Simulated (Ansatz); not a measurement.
Abridged output of a molecular run in Ansatz:

```
Functional definition: HF
1377 factors; integrals over basis functions are off by at most 9.5e-4 eV
mean field evaluation 1: about -8581.4160 eV, gradient 2.3e1 eV
mean field evaluation 2: about -8581.4220 eV, gradient 2.3e1 eV
mean field evaluation 4: about -8584.3145 eV, gradient 3.5e0 eV
mean field evaluation 8: about -8584.4079 eV, gradient 2.1e-1 eV
mean field -8584.40872020 eV, -315.4712017463 hartree, gradient 3.1e-6 eV, S^2 0.761450; 0 other end points of the search recorded, 0 dependent functions left out
5 core orbitals not correlated: weight in the atoms' cores, before any rotation towards them, 1.000 or more for the frozen orbitals, at most 0.000 for the correlated occupied ones
reference -8584.40872020 eV, -315.4712017463 hartree; 16, 15 occupied and 204, 205 virtual orbitals, 1377 factors
second order -26.55104850 eV of doubles, -0.00000000 eV of singles
cycle   1  -26.78499384 eV  change   -2.3e-1 eV  update   1.0e-1
cycle   2  -27.35091221 eV  change   -5.7e-1 eV  update   3.0e-2
cycle   3  -27.49584598 eV  change   -1.4e-1 eV  update   1.7e-2
cycle   4  -27.48780189 eV  change    8.0e-3 eV  update   5.1e-3
cycle   5  -27.48606109 eV  change    1.7e-3 eV  update   2.6e-3
cycle   6  -27.48763131 eV  change   -1.6e-3 eV  update   8.9e-4
cycle   7  -27.48753522 eV  change    9.6e-5 eV  update   3.4e-4
cycle   8  -27.48746382 eV  change    7.1e-5 eV  update   1.2e-4
cycle   9  -27.48750260 eV  change   -3.9e-5 eV  update   4.8e-5
cycle  10  -27.48749338 eV  change    9.2e-6 eV  update   1.8e-5
perturbative correction -0.92319547 eV, -0.0339268077 hartree
Total energy: -8612.81940905 eV, -316.5152753039 hartree
Checks for a lower state left out: cluster_reference
```

Its atoms:

Cartesian coordinates in Å:
```
F 1.812 -0.501 1.075
C 0.482 -0.458 1.255
C -0.242 0.483 0.380
C -0.224 0.100 -1.091
F -0.903 -1.090 -1.276
H 0.072 -1.395 1.613
H 0.200 1.484 0.469
H -1.280 0.552 0.718
H 0.800 -0.039 -1.448
H -0.718 0.865 -1.696
```

**Question.** Which basis set was used?
A. def2-SVPD
B. cc-pV(D+d)Z
C. def2-TZVPPD
D. def2-TZVPP

**Answer.** D. It gives 225 functions.

**Question.** Write the keys of the input that set method, charge and spin (a neutral closed shell needs none for the last two).

**Answer.** 
```yaml
magnetization: {spin_polarized: true, initial_magnetization: 1}
correlation: {method: ccsd_t}
scf: {omitted_lower_state_checks: [cluster_reference]}
```
